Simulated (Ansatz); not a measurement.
Input file:

```yaml
crystal:
  periodic: [false, false, false]
  atoms:
    - {symbol: C, position_ang: [-1.208506, 0.000000, 0.000000]}
    - {symbol: H, position_ang: [-1.571712, 1.027300, 0.000000]}
    - {symbol: H, position_ang: [-1.571712, -0.513651, 0.889668]}
    - {symbol: H, position_ang: [-1.571711, -0.513650, -0.889669]}
    - {symbol: H, position_ang: [0.119494, 0.000000, 0.000000]}
    - {symbol: C, position_ang: [1.305494, 0.000000, 0.000000]}
    - {symbol: H, position_ang: [1.719962, 0.000000, 0.996162]}
    - {symbol: H, position_ang: [1.719962, 0.000000, -0.996161]}
basis:
  gaussian: {orbitals: cc-pVDZ}
magnetization: {spin_polarized: false, initial_magnetization: 2}
correlation: {method: ccsdt_q, electrons: outside_noble_gas}
```

```sh
$ ansatz run in.yaml --threads 2 --pin off --events-out ev --progress --plain --max-ram 16896MiB --backend cuda --devices 0, --max-vram 18GiB
```

Log:

```
1084 factors; integrals over basis functions are off by at most 1.8e-7 eV
mean field evaluation 1: about -2150.0380 eV, gradient 1.9e1 eV
mean field evaluation 2: about -2150.0843 eV, gradient 1.9e1 eV
mean field evaluation 4: about -2151.3584 eV, gradient 2.3e0 eV
mean field evaluation 8: about -2151.3837 eV, gradient 1.8e-1 eV
mean field evaluation 16: about -2151.1733 eV, gradient 6.3e0 eV
mean field -2151.38463184 eV, -79.0619269591 hartree, gradient 2.0e-6 eV, S^2 2.000000; 0 other end points of the search recorded, 0 dependent functions left out
mean field evaluation 32: about -2151.7639 eV, gradient 2.3e-4 eV
2 core orbitals not correlated: weight in the atoms' cores, before any rotation towards them, 1.000 or more for the frozen orbitals, at most 0.000 for the correlated occupied ones
reference -2151.38463184 eV, -79.0619269591 hartree; 8, 6 occupied and 48, 50 virtual orbitals, 1084 factors
second order -7.60668837 eV of doubles, -0.20411194 eV of singles
cycle   1  -8.62415669 eV  change   -8.1e-1 eV  update   6.7e-2
cycle   2  -9.06958092 eV  change   -4.5e-1 eV  update   2.6e-2
cycle   3  -9.15240392 eV  change   -8.3e-2 eV  update   1.1e-2
cycle   4  -9.14380820 eV  change    8.6e-3 eV  update   4.1e-3
cycle   5  -9.14533426 eV  change   -1.5e-3 eV  update   1.9e-3
cycle   6  -9.14567341 eV  change   -3.4e-4 eV  update   7.2e-4
cycle   7  -9.14564556 eV  change    2.8e-5 eV  update   2.6e-4
cycle   8  -9.14584432 eV  change   -2.0e-4 eV  update   1.0e-4
cycle   9  -9.14587225 eV  change   -2.8e-5 eV  update   3.8e-5
cycle  10  -9.14581582 eV  change    5.6e-5 eV  update   1.6e-5
cycle  11  -9.14581904 eV  change   -3.2e-6 eV  update   7.6e-6
cycle  12  -9.14582792 eV  change   -8.9e-6 eV  update   2.8e-6
cycle  13  -9.14583416 eV  change   -6.2e-6 eV  update   1.4e-6
cycle  14  -9.14583650 eV  change   -2.3e-6 eV  update   5.3e-7
cycle  15  -9.14583610 eV  change    4.0e-7 eV  update   2.2e-7
perturbative correction -0.00970669 eV, -0.0003567142 hartree
Total energy: -2160.54017462 eV, -79.3983869506 hartree
```

For the same geometry and basis UCCSDT(Q) lies 0.9 meV lower.

Ran on 2 threads of AMD EPYC 7R13 with a shared H100 80 GB, shared host: 8 s wall, 0.91 GiB peak host memory.
